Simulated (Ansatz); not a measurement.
# CH4O: ladder of methods at one geometry, by script

How do the methods compare on CH4O, in result and in cost? Wanted for CH4O: a ladder of methods at one geometry.

All numbers are computed with the Python package of Ansatz 0.2.0. The levels of theory stand in the script.

### Step 1. Starting point

Bond lengths: C1–O2 1.416 Å, C1–H3 1.093 Å, C1–H4 1.093 Å, C1–H5 1.093 Å, O2–H6 0.972 Å. Angles: C1–O2–H6 107.1°, O2–C1–H3 109.5°, O2–C1–H4 109.0°, O2–C1–H5 109.5°, H3–C1–H4 109.4°, H3–C1–H5 110.1°, H4–C1–H5 109.4°.

ch4o.xyz, read by the script:

```xyz
6

C    -0.37110   -0.00220    0.00940
O     0.91290   -0.43940   -0.39640
H    -0.46760   -0.10820    1.09270
H    -1.12800   -0.61700   -0.48340
H    -0.50920    1.04270   -0.27900
H     1.56300    0.12420    0.05670
```

### Step 2. Script

ch4o_methods.py

```python
"""One geometry of CH4O, method by method."""

import warnings

import ansatz as az

warnings.simplefilter("ignore", az.DeckWarning)

molecule = az.Crystal.molecule_from_extxyz("ch4o.xyz")

model = molecule.calculation().basis(gaussian="cc-pVDZ")

methods = ["mp2", "ccsd", "ccsd_t"]
reports = [model.correlation(m).run(threads=1, pin="off").report for m in methods]
print(f"Hartree-Fock reference {reports[0]['reference_energy_ev'] / 27.211386246:.6f} Ha")
best = reports[-1]["free_energy_ev"] - reports[-1]["reference_energy_ev"]
for method, each in zip(methods, reports):
    gained = each["free_energy_ev"] - each["reference_energy_ev"]
    print(f"{method:8s} total {each['free_energy_ev'] / 27.211386246:.6f} Ha  correlation {gained:9.4f} eV  ({100 * gained / best:.1f} % of the last)")
```

### Step 3. What the engine is handed

The package turns the script's settings into the engine's input (first run):

```yaml
crystal:
  periodic: [false, false, false]
  atoms:
    - { symbol: C, position_ang: [-0.3711, -0.0022, 0.0094] }
    - { symbol: O, position_ang: [0.9129, -0.4394, -0.3964] }
    - { symbol: H, position_ang: [-0.4676, -0.1082, 1.0927] }
    - { symbol: H, position_ang: [-1.128, -0.617, -0.4834] }
    - { symbol: H, position_ang: [-0.5092, 1.0427, -0.279] }
    - { symbol: H, position_ang: [1.563, 0.1242, 0.0567] }
basis:
  gaussian:
    orbitals: cc-pVDZ
correlation:
  method: mp2
```

### Step 4. Launch

Run with:

```bash
$ python ch4o_methods.py
```

The log of the run:

```text
Hartree-Fock reference -115.048076 Ha
mp2      total -115.386578 Ha  correlation   -9.2111 eV  (91.2 % of the last)
ccsd     total -115.411509 Ha  correlation   -9.8895 eV  (97.9 % of the last)
ccsd_t   total -115.419227 Ha  correlation  -10.0995 eV  (100.0 % of the last)
```

It took 3.4 s on 1 thread of Intel Xeon Platinum 8375C at 2.90GHz (Ice Lake), shared host; peak memory 0.17 GiB.

### Step 5. What changed from run to run

The engine's inputs for the other runs:

Run 2, against run 1:

```diff
@@ -14 +14 @@
-  method: mp2
+  method: ccsd
```

Run 3, against run 1:

```diff
@@ -14 +14 @@
-  method: mp2
+  method: ccsd_t
```

Lines on the test bed's own set-up are left out of the output.

### Step 6. The runs side by side

The 3 runs, in the order started:

```csv
run,method,energy (eV),iterations in all,CPU time (s)
1,mp2,-3139.8287,11,0.29
2,ccsd,-3140.5071,17,1
3,ccsd_t,-3140.7172,17,1.2
```

Correlation energies (total less mean field):

```csv
method,correlation (eV),share of the last,miss against the last (eV),CPU time (s)
mp2,-9.211,91.2 %,+0.888,0.29
ccsd,-9.890,97.9 %,+0.210,1
ccsd_t,-10.100,100.0 %,+0.000,1.2
```

### Step 7. Outcome

```
                    quantity       value
               runs compared           3
correlation energy, last run  -10.100 eV
```

What this shows: mp2 catches 91 % of the correlation energy of ccsd_t. The geometry is a force-field or estimated start, not a minimum of this method, and the basis set is short of its limit. A lower total doesn't mark the better method: functionals have no common bound, and MP2 and coupled cluster aren't variational. Inner cores stay frozen, so this is valence correlation.
